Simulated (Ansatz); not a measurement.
For zinc-blende ZnSe, PBE (plane waves, PAW; Ansatz, a program for electronic structure) gives:

```
Property                                 Value
------------------------------  --------------
equilibrium lattice constant a         5.733 Å
bulk modulus                          56.7 GPa
cohesive energy                   2.58 eV/atom
band gap at the measured cell          1.29 eV
TO(Γ) frequency                       195 cm⁻¹
elastic constant C11                  79.7 GPa
elastic constant C44                  37.1 GPa
polycrystal shear modulus             27.3 GPa
formation enthalpy              -0.714 eV/atom
```

Question: What does r²SCAN (PAW; Ansatz) give for the same quantities?

Answer: 
- lattice constant a: 5.665 Å (drops by 1.2 %)
- bulk modulus: 65.3 GPa (rises by 15 %)
- cohesive energy: 2.85 eV/atom (grows by 0.27 eV/atom)
- band gap at the measured cell: 1.86 eV (rises by 0.57 eV)
- zone-centre TO phonon frequency: 204 cm⁻¹ (rises by 4.6 %)
- elastic constant C11: 90.2 GPa (grows by 13 %)
- elastic constant C44: 41.5 GPa (rises by 12 %)
- Voigt–Reuss–Hill shear modulus: 30.1 GPa (goes up by 10 %)
- formation enthalpy: -0.851 eV/atom (moves by -0.137 eV/atom)

For comparison: lattice constant a 5.668 Å (measured, room temperature, not corrected to a static lattice; as tabulated in Albrecht et al. (1997), arXiv:cond-mat/9706128); bulk modulus 62.4 GPa (measured, temperature not stated, not corrected to a static lattice, our sources range from 62.4 to 69.3; as tabulated in Toher et al. (2017), arXiv:1611.05714); cohesive energy 2.67 eV/atom (measured, zero-point energy (9/8 kB θD) added and atomic spin-orbit splittings removed, spin-orbit-averaged atoms; as tabulated in Albrecht et al. (1997), arXiv:cond-mat/9706128); band gap 2.87 eV (measured, zero-point renormalisation of 0.05 eV added back here (the table's ZPR column); inputs from Chen et al. (2018), doi:10.1103/physrevmaterials.2.073803); zone-centre TO phonon frequency 213 cm⁻¹ (measured, temperature not stated, not corrected to a static lattice; as tabulated in Talwar et al. (2016), doi:10.1080/14686996.2016.1222495); elastic constant C11 85.9 GPa (measured, temperature not stated, no zero-point or thermal correction; as tabulated in Oses et al. (2018), arXiv:1811.08464); elastic constant C44 40.6 GPa (measured, temperature not stated, no zero-point or thermal correction; as tabulated in Oses et al. (2018), arXiv:1811.08464); formation enthalpy -0.85 eV/atom (measured, 298 K, no zero-point or thermal correction; as tabulated in Zhang et al. (2018), doi:10.1038/s41524-018-0065-z).

Changes are worked out from the printed values.

Unless a cell is named, each level is at its own relaxed cell (PBE 23.55, r²SCAN 22.73 Å³/atom).

Levels without +SOC have no spin–orbit coupling; where heavier elements are present it shifts gaps, mostly down, and can invert bands. Density-functional gaps are differences of (generalised) Kohn–Sham levels.

Ansatz's density-functional and Hartree–Fock values are scalar-relativistic unless marked +SOC, with PAW data made under PBE.
